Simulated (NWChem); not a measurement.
System: DMSO (C2H6OS); SMILES CS(C)=O

Input file for NWChem:

```
start job
memory heap 200 mb stack 900 mb global 1100 mb
geometry units angstroms noautoz
  C      0.828182     1.367399     0.192665
  S     -0.235025     0.000558    -0.454327
  C      0.821473    -1.371397     0.192825
  O     -1.497760     0.003696     0.386388
  H      0.292549     2.305425    -0.045580
  H      1.822588     1.357417    -0.295519
  H      0.909146     1.249754     1.291066
  H      0.902975    -1.254039     1.291218
  H      0.281268    -2.306820    -0.045337
  H      1.815932    -1.366328    -0.295327
end
basis spherical
  * library def2-svp
end
dft
  xc hfexch
  iterations 150
  vectors input atomic output neutral.movecs
end
task dft energy
charge 1
dft
  odft
  mult 2
  vectors input atomic output cation.movecs
end
task dft energy
```

Structure relaxed at the PBE-D3(BJ)/def2-SVP level.

Ions are spin-unrestricted doublets at the neutral geometry; other ion states weren't tried.

Q: Give the results of this calculation. (Hartree-Fock/def2-SVP, vertical spin-unrestricted ions.) Quantities: basis functions; vertical ionisation energy, ΔSCF (eV); −ε(HOMO) (eV).

A: number of basis functions: 90
vertical ionisation energy, ΔSCF (eV): 7.49
−ε(HOMO) (eV): 9.89
